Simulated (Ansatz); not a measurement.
System: zinc-blende AlAs. Method: revPBE (Ansatz, a first-principles code, plane waves, PAW).

Total energies, extrapolated to zero smearing (they compare only within this program, potentials and cutoff; free atoms with spin allowed, lowest state found):

```csv
system,energy (eV/atom)
"zinc-blende AlAs, relaxed",-2700.4613
free Al atom,-536.4296
free As atom,-4857.7197
```

Task: Work out the cohesive energy per atom.

Result: E_coh = [1 × (-536.4296) + 1 × (-4857.7197)]/2 − (-2700.4613) = 3.39 eV/atom. The reference value is 3.82 eV/atom (measured, static lattice: zero-point vibration energy added, our sources range from 3.82 to 4.00; as tabulated in Mejia-Rodriguez and Trickey (2018), arXiv:1807.09216), a difference of -0.43 eV/atom.

The PAW data were made under PBE.
